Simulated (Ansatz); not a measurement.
# Basis-set limit of CS, singlet

```yaml
atoms:
  - { symbol: C, position_ang: [-0.0066, 0.0008, -0.0036] }
  - { symbol: S, position_ang: [-1.3519, 0.1554, -0.7264] }
```

Ansatz 0.2.0, RHF determinant, valence electrons correlated. Energies in eV.

```
       set  X  functions  Hartree–Fock  MP2 correlation  CCSD(T) correlation                                                                                                   time
def2-TZVPP  3         73   -11846.4582          -8.2403              -9.2680  1.7 s on 1 × NVIDIA H100 80GB HBM3 with 1 thread of AMD EPYC 7R13 Processor (Zen 3), on a shared host
def2-QZVPP  4        127   -11846.7885          -8.8548              -9.8232    2 s on 1 × NVIDIA H100 80GB HBM3 with 1 thread of AMD EPYC 7R13 Processor (Zen 3), on a shared host
```

Hartree–Fock is taken to follow E(X) = E∞ + A·exp(−7.88·√X), correlation E(X) = E∞ + B·X^−2.97.

Cautions: higher spins were not checked; raised T1 diagnostic.

**Question.** Work out the CCSD(T) energy at the limit, and how far the shortcut misses it that extrapolates MP2 and adds CCSD(T) minus MP2 from the smaller set.

**Answer.** Hartree–Fock: E∞ = E4 + 0.1377·(E4 − E3) = -11846.8340. Correlation: E∞ = E4 + 0.7407·(E4 − E3) = -10.2344 for CCSD(T) and -9.3100 for MP2. The limit is -11857.0684 eV, 0.457 eV below def2-QZVPP. The shortcut gives a correlation energy of -9.3100 + (-1.0278) = -10.3377, 103 meV lower than the direct value.

Past Ne part of the Hartree–Fock step between the two sets comes from the cores, which don't follow the formula, so the 46 meV that it adds to the total can overshoot; that part largely cancels in differences.
